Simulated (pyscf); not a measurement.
Optimised with ωB97X-D3(BJ)/def2-SVP in PySCF.

### Question
For `[F][SiH2][F]` + `[OH][SiH3]` -> `[F][SiH2][O][SiH3]` + `[FH]`, a four-centre exchange (singlet surface; F–Si, H–O broken, O–Si, F–H formed), PBE/def2-TZVP gives ΔE‡ = 17.1 kcal/mol and ΔE = +7.5 kcal/mol (zero: the separated reactants). In which direction and how far do B3LYP-D3(BJ)/def2-TZVP, PBE0-D3(BJ)/def2-TZVP, ωB97M-D3(BJ)/def2-TZVP move these?

### Answer
B3LYP-D3(BJ): ΔE‡ = 18.9 kcal/mol, ΔE = +5.5 kcal/mol; PBE0-D3(BJ): ΔE‡ = 17.0 kcal/mol, ΔE = +5.3 kcal/mol; ωB97M-D3(BJ): ΔE‡ = 18.8 kcal/mol, ΔE = +6.0 kcal/mol. PBE's barrier matches one of them and lies within 1.8 kcal/mol of the others. Its reaction energy lies over all of them, by 1.6 to 2.2 kcal/mol. On the reactant side the descent ends in an adduct with a O–Si contact, 7.1 kcal/mol over the separated species and 10.3 kcal/mol under the saddle at ωB97X-D3(BJ)/def2-TZVP. On the product side the descent ends in a complex, 5.1 kcal/mol under the separated species and 18.2 kcal/mol under the saddle at ωB97X-D3(BJ)/def2-TZVP. What is counted as formed (O–Si) is already present as a longer contact in the reactant adduct; forming that adduct is a step of its own. This is the saddle that the search found; another between the same sides may lie lower.
